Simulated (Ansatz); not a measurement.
# CH₃BF−: single points off equilibrium

A test off equilibrium: a structure displaced at random from a GFN2-xTB minimum is computed at several levels, and each is set against CCSD(T).

The runs use Ansatz 0.2.0, Gaussian basis; single points in def2-TZVPPD.

Correlated methods freeze the cores.

### 1 Starting geometry

6 atoms, charge -1, spin multiplicity 1.

Atoms are counted from 1 here; the program's logs count them from 0.

Bond lengths: B1–C2 1.413 Å, B1–H4 1.201 Å, B1–H5 1.182 Å, C2–F3 1.461 Å, C2–H6 1.081 Å. Angles: C2–B1–H4 117.9°, C2–B1–H5 125.3°, H4–B1–H5 116.7°, B1–C2–F3 124.2°, B1–C2–H6 129.8°, F3–C2–H6 106.0°.

As a file:

| atom | x (Å) | y (Å) | z (Å) |
| --- | --- | --- | --- |
| B1 | -0.4451 | -0.0084 | -0.6044 |
| C2 | 0.3793 | -0.0712 | 0.5419 |
| F3 | 0.9119 | 1.0995 | 1.2354 |
| H4 | -0.8258 | -1.0436 | -1.0808 |
| H5 | -0.7892 | 0.9841 | -1.1453 |
| H6 | 0.7162 | -0.9297 | 1.1053 |

### 2 CCSD(T)/def2-TZVPPD

File run/in.yaml:

```yaml
crystal:
  periodic: [false, false, false]
  atoms:
    - {symbol: B, position_ang: [-0.445100, -0.008400, -0.604400]}
    - {symbol: C, position_ang: [0.379300, -0.071200, 0.541900]}
    - {symbol: F, position_ang: [0.911900, 1.099500, 1.235400]}
    - {symbol: H, position_ang: [-0.825800, -1.043600, -1.080800]}
    - {symbol: H, position_ang: [-0.789200, 0.984100, -1.145300]}
    - {symbol: H, position_ang: [0.716200, -0.929700, 1.105300]}
basis:
  gaussian: {orbitals: "def2-TZVPPD.json"}
total_charge: -1
correlation: {method: ccsd_t}
output: {forces: true}
```

The basis file named in the input lies beside it (Basis Set Exchange, JSON).

No record of the launch command was kept for these runs.

### 3 PBE0-D4/def2-TZVPPD

run/in.yaml, as its differences from that of step 2:

```diff
@@ -12,3 +12,3 @@
 total_charge: -1
-correlation: {method: ccsd_t}
-output: {forces: true}
+hamiltonian: {xc: pbe0, dispersion: d4}
+output: {forces: true, orbitals: {seedname: orbitals}}
```

### 4 wB97M-V/def2-TZVPPD

run/in.yaml, as its differences from that of step 3:

```diff
@@ -12,3 +12,3 @@
 total_charge: -1
-hamiltonian: {xc: pbe0, dispersion: d4}
-output: {forces: true, orbitals: {seedname: orbitals}}
+hamiltonian: {xc: {name: wB97M-V}}
+output: {forces: true}
```

### 5 r2SCAN-D4/def2-TZVPPD

run/in.yaml, as its differences from that of step 4:

```diff
@@ -12,3 +12,3 @@
 total_charge: -1
-hamiltonian: {xc: {name: wB97M-V}}
+hamiltonian: {xc: r2scan, dispersion: d4}
 output: {forces: true}
```

### 6 PBE-D4/def2-TZVPPD

run/in.yaml, as its differences from that of step 5:

```diff
@@ -12,3 +12,3 @@
 total_charge: -1
-hamiltonian: {xc: r2scan, dispersion: d4}
+hamiltonian: {xc: pbe, dispersion: d4}
 output: {forces: true}
```

### 7 revPBE-D4/def2-TZVPPD

run/in.yaml, as its differences from that of step 6:

```diff
@@ -12,3 +12,3 @@
 total_charge: -1
-hamiltonian: {xc: pbe, dispersion: d4}
+hamiltonian: {xc: {name: revPBE}, dispersion: d4}
 output: {forces: true}
```

### 8 CAM-B3LYP-D4/def2-TZVPPD

run/in.yaml, as its differences from that of step 7:

```diff
@@ -12,3 +12,3 @@
 total_charge: -1
-hamiltonian: {xc: {name: revPBE}, dispersion: d4}
+hamiltonian: {xc: {name: CAM-B3LYP}, dispersion: d4}
 output: {forces: true}
```

(Steps that only read results are left out.)

Q: Predict the outcome of this session. Wanted: RMS force component; RMS force error; HOMO and LUMO, PBE0-D4; T1 diagnostic.

**Answer**, as computed:

| quantity | value |
| --- | --- |
| RMS force component | 0.392 to 0.565 eV/Å over the methods |
| RMS force error | PBE0-D4 0.185, wB97M-V 0.196, r2SCAN-D4 0.180, PBE-D4 0.205, revPBE-D4 0.215, CAM-B3LYP-D4 0.239 eV/Å |
| HOMO and LUMO, PBE0-D4 | 0.05 and 4.02 eV |
| T1 diagnostic | 0.015 |

On forces the order runs from r2SCAN-D4 to CAM-B3LYP-D4. Frozen-core CCSD(T) forces in triple zeta carry basis errors of their own, and this is one geometry, so small gaps rank nothing.
